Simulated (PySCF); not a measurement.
Species: C₄H₆FN.
Numbering: `[H]/[N:6]=[C:4](/[C:2](=[CH2:1])[F:3])[CH3:5]` (hydrogens: H7, H8 on C1; H9, H10, H11 on C5; H12 on N6)

The same species was optimised twice, with GFN2-xTB and with PBE0-D3(BJ)/def2-SVP (PySCF), and the same property calculations (PySCF, gas phase) were run on both structures.

```tsv
coordinate	GFN2-xTB	PBE0-D3(BJ)/def2-SVP	change
C2–C4 (Å)	1.471	1.488	+0.017
C2–F3 (Å)	1.355	1.341	-0.014
C4=N6 (Å)	1.264	1.273	+0.009
C1=C2 (Å)	1.325	1.331	+0.006
C4–C5 (Å)	1.500	1.502	+0.002
F3–C2–C4 (°)	114.4	113.3	-1.1
C1–C2–F3 (°)	119.7	120.8	+1.1
C2–C4–N6 (°)	117.2	118.0	+0.8
C5–C4–N6 (°)	126.9	126.3	-0.6
C2–C4–C5 (°)	115.9	115.8	-0.1
C1–C2–C4 (°)	125.9	126.0	+0.1
C1–C2–C4–C5 (°)	180	-177	+3
```

Rotational constants: A = 5181, B = 3540, C = 2131 MHz (GFN2-xTB) against A = 5180, B = 3501, C = 2117 MHz (PBE0-D3(BJ)/def2-SVP). Atoms that the bonding makes alike are paired by their places after alignment.

On the GFN2-xTB structure: lowest singlet, TDDFT (eV) 4.71 [CAM-B3LYP/def2-SVPD]; lowest triplet, Tamm–Dancoff (eV) 3.29 [CAM-B3LYP/def2-SVPD]; isotropic polarisability (au) 57.3 [CAM-B3LYP/def2-SVPD]; HOMO (eV) -8.76 [CAM-B3LYP/def2-SVPD]; LUMO (eV) -0.30 [CAM-B3LYP/def2-SVPD]; dipole (D) 1.39 [CAM-B3LYP/def2-SVPD]; HOMO (eV) -7.35 [PBE0/pcSseg-1]; LUMO (eV) -1.29 [PBE0/pcSseg-1]; dipole (D) 1.48 [PBE0/pcSseg-1]; GIAO shielding of C1 (ppm) 84.9 [PBE0/pcSseg-1]; GIAO shielding of C2 (ppm) 14.0 [PBE0/pcSseg-1]; GIAO shielding of F3 (ppm) 289.3 [PBE0/pcSseg-1]; GIAO shielding of C4 (ppm) 14.3 [PBE0/pcSseg-1]; GIAO shielding of C5 (ppm) 158.9 [PBE0/pcSseg-1]; GIAO shielding of N6 (ppm) -82.4 [PBE0/pcSseg-1].

Problem. What do these properties become on the PBE0-D3(BJ)/def2-SVP structure?

Solution. 
```
                                    property                level  on GFN2-xTB  on PBE0-D3(BJ)/def2-SVP  change
                  lowest singlet, TDDFT (eV)  CAM-B3LYP/def2-SVPD         4.71                     4.86   +0.15
           lowest triplet, Tamm–Dancoff (eV)  CAM-B3LYP/def2-SVPD         3.29                     3.29    0.00
               isotropic polarisability (au)  CAM-B3LYP/def2-SVPD         57.3                     58.0    +0.7
                                   HOMO (eV)  CAM-B3LYP/def2-SVPD        -8.76                    -8.75   +0.01
                                   LUMO (eV)  CAM-B3LYP/def2-SVPD        -0.30                    -0.30    0.00
                                  dipole (D)  CAM-B3LYP/def2-SVPD         1.39                     1.43   +0.04
energy, GFN2-xTB geometry as zero (kcal/mol)  CAM-B3LYP/def2-SVPD          0.0                     -0.6    -0.6
                                   HOMO (eV)        PBE0/pcSseg-1        -7.35                    -7.35    0.00
                                   LUMO (eV)        PBE0/pcSseg-1        -1.29                    -1.30   -0.01
                                  dipole (D)        PBE0/pcSseg-1         1.48                     1.51   +0.03
energy, GFN2-xTB geometry as zero (kcal/mol)        PBE0/pcSseg-1          0.0                     -0.6    -0.6
                  GIAO shielding of C1 (ppm)        PBE0/pcSseg-1         84.9                     84.6    -0.3
                  GIAO shielding of C2 (ppm)        PBE0/pcSseg-1         14.0                     13.8    -0.2
                  GIAO shielding of F3 (ppm)        PBE0/pcSseg-1        289.3                    288.6    -0.7
                  GIAO shielding of C4 (ppm)        PBE0/pcSseg-1         14.3                      9.9    -4.4
                  GIAO shielding of C5 (ppm)        PBE0/pcSseg-1        158.9                    156.5    -2.4
                  GIAO shielding of N6 (ppm)        PBE0/pcSseg-1        -82.4                    -83.6    -1.2
```

The heavy atoms differ by 0.025 Å rms after alignment. Among bonds between heavy atoms C2–C4 changes most (+0.017 Å). Changes are differences of the printed values. Neither structure is proved a minimum here.

Shape of the structure used: `[H]/[N:6]=[C:4](/[C:2](=[CH2:1])[F:3])[CH3:5]`: C1–C2–C4–C5 -177°.
